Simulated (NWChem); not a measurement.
# C3H4O (methylketene) at 5 levels

Aim: a comparison of 5 runs (HF/3-21G, PBE/cc-pVDZ, PBE0/cc-pVDZ, r2SCAN/cc-pVDZ, CCSD(T)/cc-pVDZ) of C3H4O (methylketene). 

The results are computed with NWChem 7.3.0.

1 further run of the same task is left out (set aside as unsound or not needed). Runs told in other sessions of the task aren't counted.

### 1 Starting point

C3H4O has 8 atoms, charge 0, and is taken as a singlet. SMILES: `CC=C=O`. Geometry: relaxed at PBE0-D4/def2-TZVP.

Bond lengths: C1–C2 1.502 Å, C2–C3 1.308 Å, C3–O4 1.160 Å, C1–H5 1.093 Å, C1–H6 1.093 Å, C1–H7 1.090 Å, C2–H8 1.084 Å. Angles: C1–C2–C3 123.5°, C2–C3–O4 179.9°, C1–C2–H8 121.0°, C3–C2–H8 115.6°, C2–C1–H5 111.1°, C2–C1–H6 111.1°, C2–C1–H7 111.3°, H5–C1–H6 107.9°, H5–C1–H7 107.7°, H6–C1–H7 107.7°.

### 2 Energy and gradient at HF/3-21G (run 1)

Contents of run.py:

```python
from ase import Atoms
from ase.calculators.nwchem import NWChem

atoms = Atoms('CCCOHHHH', positions=[
    [-0.527260, 0.797080, -0.183660],
    [-0.086970, -0.563690, 0.274760],
    [1.122630, -1.027770, 0.097370],
    [2.196540, -1.437400, -0.061070],
    [-1.351730, 0.723880, -0.897750],
    [-0.866500, 1.405090, 0.659100],
    [0.287360, 1.332930, -0.671970],
    [-0.774070, -1.230150, 0.783200],
])

calc = NWChem(
    label='a',
    theory='scf',
    memory='2200 mb',
    basis='3-21G',
    basispar='spherical bse',
    scf={'nopen': '0', 'rhf': None, 'thresh': '1e-08', 'maxiter': '80'},
)
atoms.calc = calc

forces = atoms.get_forces()
print(f"energy = {atoms.get_potential_energy():.6f} eV")
print("forces (eV/A):")
for s, f in zip(atoms.symbols, forces):
    print(f"{s:2s} {f[0]:10.5f} {f[1]:10.5f} {f[2]:10.5f}")
print("dipole (e A):", atoms.get_dipole_moment().round(4))
```

Launch:

```console
$ export ASE_NWCHEM_COMMAND="nwchem PREFIX.nwi > PREFIX.nwo"
$ python run.py
```

The program printed:

```text
energy = -5161.841668 eV
forces (eV/A):
C    -0.27830    0.66406   -0.20327
C     0.67013   -1.01769    0.23433
C    -1.24359    0.52476    0.16193
O     0.53489   -0.21340   -0.07477
H     0.23495   -0.00622    0.19952
H     0.10470   -0.18934   -0.21968
H    -0.20337   -0.10670    0.10984
H     0.18054    0.34458   -0.20795
dipole (e A): [-0.3882  0.1837  0.0416]
```

The calculator wrote a.nwi:

```
title "a"

permanent_dir a

scratch_dir a

start a

geometry units angstrom nocenter noautosym noautoz
  C  -5.2725999999999995e-01 7.9708000000000001e-01 -1.8365999999999999e-01
  C  -8.6970000000000006e-02 -5.6369000000000002e-01 2.7476000000000000e-01
  C  1.1226300000000000e+00 -1.0277700000000001e+00 9.7369999999999998e-02
  O  2.1965400000000002e+00 -1.4374000000000000e+00 -6.1069999999999999e-02
  H  -1.3517300000000001e+00 7.2387999999999997e-01 -8.9775000000000005e-01
  H  -8.6650000000000005e-01 1.4050900000000000e+00 6.5910000000000002e-01
  H  2.8736000000000000e-01 1.3329299999999999e+00 -6.7196999999999996e-01
  H  -7.7407000000000004e-01 -1.2301500000000001e+00 7.8320000000000001e-01
end

memory 2200 mb

basis spherical bse noprint
   * library 3-21G
end

scf
  nopen 0
  rhf
  thresh 1e-08
  maxiter 80
end

task scf gradient
```

a.nwo:

```text
Northwest Computational Chemistry Package (NWChem) 7.3.0
             --------------------------------------------------------

           Job information
           ---------------

    nwchem branch   = 7.3.0
    use scalapack   = T
    input           = a.nwi
    prefix          = a.
    data base       = a/a.db
    status          = startup
    nproc           =        1

           Memory information
           ------------------

[... 5 lines left out ...]
    hardfail = no
[... 133 lines left out ...]
         Quadratically convergent ROHF
[... 15 lines left out ...]
       Final RHF  results
[... 4 lines left out ...]
      Two-electron energy =    167.551837623476
[... 34 lines left out ...]
                       ROHF Final Molecular Orbital Analysis
[... 220 lines left out ...]
                 ----------------------------------------
                 |  Time  |  1-e(secs)   |  2-e(secs)   |
                 ----------------------------------------
                 |  CPU   |       0.00   |       0.10   |
                 ----------------------------------------
                 |  WALL  |       0.00   |       0.10   |
                 ----------------------------------------

 Task  times  cpu:        1.0s     wall:        1.0s
 Total times  cpu:        1.0s     wall:        1.0s
```

It took 1.9 s on 1 thread of Intel Xeon 6975P-C (Granite Rapids), shared host; peak memory 0.1 GiB.

### 3 Energy and forces at PBE/cc-pVDZ (run 2)

Contents of c3h4o.xyz:

```xyz
8
C3H4O
C     -0.527260     0.797080    -0.183660
C     -0.086970    -0.563690     0.274760
C      1.122630    -1.027770     0.097370
O      2.196540    -1.437400    -0.061070
H     -1.351730     0.723880    -0.897750
H     -0.866500     1.405090     0.659100
H      0.287360     1.332930    -0.671970
H     -0.774070    -1.230150     0.783200
```

Contents of run.py:

```python
from ase.io import read
from ase.calculators.nwchem import NWChem

atoms = read('c3h4o.xyz')

calc = NWChem(
    label='c3h4o',
    theory='dft',
    memory='2200 mb',
    basis='cc-pVDZ',
    basispar='spherical bse',
    dft={'xc': 'xpbe96 cpbe96', 'mult': '1', 'grid': 'xfine', 'convergence': 'energy 1e-08', 'iterations': '100', 'mulliken': None, 'print': 'low'},
)
atoms.calc = calc

forces = atoms.get_forces()
print("Total energy (eV):", round(atoms.get_potential_energy(), 6))
print("forces (eV/A):")
for s, f in zip(atoms.symbols, forces):
    print(f"{s:2s} {f[0]:10.5f} {f[1]:10.5f} {f[2]:10.5f}")
```

Launch:

```console
$ export ASE_NWCHEM_COMMAND="nwchem PREFIX.nwi > PREFIX.nwo"
$ python run.py
```

The program printed:

```text
Total energy (eV): -5216.192888
forces (eV/A):
C     0.07143   -0.26297    0.09323
C    -0.62694    0.45606   -0.00242
C    -0.97080    0.34396    0.15493
O     2.17520   -0.82877   -0.32123
H    -0.44609   -0.00468   -0.37800
H    -0.19448    0.34772    0.42752
H     0.39914    0.29110   -0.25202
H    -0.40742   -0.34247    0.27804
```

The calculator wrote c3h4o.nwi:

```
title "c3h4o"

permanent_dir c3h4o

scratch_dir c3h4o

start c3h4o

geometry units angstrom nocenter noautosym noautoz
  C  -5.2725999999999995e-01 7.9708000000000001e-01 -1.8365999999999999e-01
  C  -8.6970000000000006e-02 -5.6369000000000002e-01 2.7476000000000000e-01
  C  1.1226300000000000e+00 -1.0277700000000001e+00 9.7369999999999998e-02
  O  2.1965400000000002e+00 -1.4374000000000000e+00 -6.1069999999999999e-02
  H  -1.3517300000000001e+00 7.2387999999999997e-01 -8.9775000000000005e-01
  H  -8.6650000000000005e-01 1.4050900000000000e+00 6.5910000000000002e-01
  H  2.8736000000000000e-01 1.3329299999999999e+00 -6.7196999999999996e-01
  H  -7.7407000000000004e-01 -1.2301500000000001e+00 7.8320000000000001e-01
end

memory 2200 mb

basis spherical bse noprint
   * library cc-pVDZ
end

dft
  xc xpbe96 cpbe96
  mult 1
  grid xfine
  convergence energy 1e-08
  iterations 100
  mulliken
  print low
end

task dft gradient
```

c3h4o.nwo:

```text
Northwest Computational Chemistry Package (NWChem) 7.3.0
             --------------------------------------------------------

           Job information
           ---------------

    nwchem branch   = 7.3.0
    use scalapack   = T
    input           = c3h4o.nwi
    prefix          = c3h4o.
    data base       = c3h4o/c3h4o.db
    status          = startup
    nproc           =        1

           Memory information
           ------------------

[... 5 lines left out ...]
    hardfail = no
[... 38 lines left out ...]
            Nuclear Dipole moment (a.u.)
[... 92 lines left out ...]
         Total DFT energy =     -191.691554525667
[... 1 line left out ...]
           Coulomb energy =      193.938213216272
[... 1 line left out ...]
 Nuclear repulsion energy =      102.657282098716
[... 29 lines left out ...]
                         DFT ENERGY GRADIENTS

    atom               coordinates                        gradient
                 x          y          z           x          y          z
   1 C      -0.996377   1.506263  -0.347067   -0.001389   0.005114  -0.001813
   2 C      -0.164349  -1.065220   0.519221    0.012192  -0.008869   0.000047
   3 C       2.121463  -1.942204   0.184003    0.018879  -0.006689  -0.003013
[... 4 lines of this table left out ...]
   8 H      -1.462780  -2.324646   1.480033    0.007923   0.006660  -0.005407

 Task  times  cpu:       27.2s     wall:       27.2s
 Total times  cpu:       27.3s     wall:       27.3s
```

It took 28 s on 1 thread of Intel Xeon 6975P-C (Granite Rapids), shared host; peak memory 0.14 GiB.

Runs 3 to 4 aren't shown in full; the table further down has their settings and results.

### 4 The energy at CCSD(T)/cc-pVDZ (run 5)

Contents of calc.nw:

```
START calc
TITLE "C3H4O"
memory total 2200 mb

GEOMETRY units angstrom noautosym nocenter noautoz
C     -0.527260     0.797080    -0.183660
C     -0.086970    -0.563690     0.274760
C      1.122630    -1.027770     0.097370
O      2.196540    -1.437400    -0.061070
H     -1.351730     0.723880    -0.897750
H     -0.866500     1.405090     0.659100
H      0.287360     1.332930    -0.671970
H     -0.774070    -1.230150     0.783200
END

BASIS "ao basis" spherical bse
C library cc-pVDZ
O library cc-pVDZ
H library cc-pVDZ
END

SCF
thresh 1e-08
maxiter 80
END

CCSD
freeze core 4
maxiter 60
END

TASK ccsd(t) energy
```

Launch:

```console
$ nwchem calc.nw > calc.out
```

The program printed:

```text
[...]
  functions       =    76
[...]
  wavefunction    = RHF
[...]
         Total SCF energy =   -190.776956956150
      One-electron energy =   -461.581622441362
      Two-electron energy =    168.147383386496
 Nuclear repulsion energy =    102.657282098716
        Time for solution =     10.5s
[...]
 Total MP2 energy:           -191.354719521188656
[...]
             energy      energy      error      ampl     ampl      Block
                                                time     time      time
[...]
 Total CCSD energy:           -191.383095052082751
[...]
 Total CCSD+T(CCSD) energy:           -191.406597257139708
[...]
 Total CCSD(T) energy:                -191.404847351438406
[...]
```

Run time: 62 s. Hardware: 1 thread of Intel Xeon 6975P-C (Granite Rapids), shared host; peak memory 0.2 GiB.

### 5 Overview of the runs

```
run            level  iteration cap   module  energy (Eh)  dipole moment (D) of the reference  HOMO energy (eV)  LUMO energy (eV)  wall time
  1         HF/3-21G             80      scf  -189.694184                                2.07             -9.16              3.92      1.9 s
  2      PBE/cc-pVDZ            100      dft  -191.691555                                   –                 –                 –       28 s
  3     PBE0/cc-pVDZ            100      dft  -191.703176                                1.63             -6.38             -0.56       28 s
  4   r2SCAN/cc-pVDZ            100      dft  -191.818183                                1.62                 –                 –       37 s
  5  CCSD(T)/cc-pVDZ             80  ccsd(t)  -191.404847                                   –             -9.29              3.68       62 s
```

### 6 Outcome

```
                                          quantity          value
                               run 5: total energy  -191.40485 Eh
        run 5: HOMO energy (Hartree–Fock orbitals)       -9.29 eV
        run 5: LUMO energy (Hartree–Fock orbitals)        3.68 eV
      run 5: HOMO–LUMO gap (Hartree–Fock orbitals)       12.97 eV
run 5: correlation energy (4 core orbitals frozen)     -627.9 mEh
                             run 5: (T) correction     -21.75 mEh
```

Over runs 1, 3, 4 the dipole moment (its size) runs from 1.62 D (r2SCAN/cc-pVDZ) to 2.07 D (HF/3-21G). The two ends differ in method and basis. Totals of different functionals can't be ranked against each other. All runs together took 2.6 min, the longest 62 s.
